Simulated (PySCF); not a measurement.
LiC: frontier orbitals

PBE at R = 1.879 Å; Li pcseg-2, C pcseg-2; no relativity (PySCF 2.14). State: ⁴Σ⁻ (quartet), unpaired electrons σ ↑, π ↑↑. Only the outer orbitals are listed, counted within each symmetry.

```
spin  orbital  occ.  ε (eV)  on Li (%)   main shells (%)
   α       2σ     1  -51.47        100          100 Li s
   α       3σ     1  -12.35          8            92 C s
   α       4σ     1   -4.47         14    85 C p, 8 Li s
   α       1π     1   -4.04         10   90 C p, 10 Li p
   α       1π     1   -4.04         10   90 C p, 10 Li p
   α       5σ     0   -2.00        100  79 Li s, 21 Li p
   α       2π     0   -0.16         98           98 Li p
   α       2π     0   -0.16         98           98 Li p
   β       2σ     1  -51.34        100          100 Li s
   β       3σ     1   -9.15         12            87 C s
   β       4σ     0   -1.63         42   54 C p, 37 Li s
   β       1π     0   -1.45         29   71 C p, 28 Li p
   β       1π     0   -1.45         29   71 C p, 28 Li p
```

Q: Which are the highest filled and the lowest empty level, where do they sit, and how wide is the gap?

A: Highest filled α 1π at -4.04 eV (in %: 90 C p, 10 Li p); lowest empty α 5σ at -2.00 eV (in %: 79 Li s, 21 Li p); the gap at PBE is 2.04 eV.

* bond order (Mayer): 0.93
* ⟨S²⟩: 3.752
* charge on Li (Mulliken, basis-dependent): 0.47
* charge on Li (Löwdin, basis-dependent): 0.25
* dipole moment (positive dipole means Li(−)C(+)): -5.96 D
* polarisability along the bond: 38.2 bohr³
* polarisability across the bond: 29.3 bohr³

The state was picked by a PBE0 search and need not be the measured ground state.
